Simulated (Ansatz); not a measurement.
## Ansatz (development build ahead of 0.2.0) run

```yaml
crystal:
  periodic: [false, false, false]
  atoms:
    - { symbol: "N", position_ang: [0.01907, 0.0224, -0.49707] }
    - { symbol: O, position_ang: [-0.00702, 1.10566, 0.22154] }
    - { symbol: O, position_ang: [-0.01296, -1.07646, 0.15396] }
basis:
  gaussian: { orbitals: aug-cc-pVDZ }
total_charge: -1
hamiltonian:
  xc: hf
```

The input is written out in the form of the current development build from the run's settings.

The run gave:

- Converged: yes
- Total energy: -204.11256 hartree
- Spin squared of the determinant: 0.000
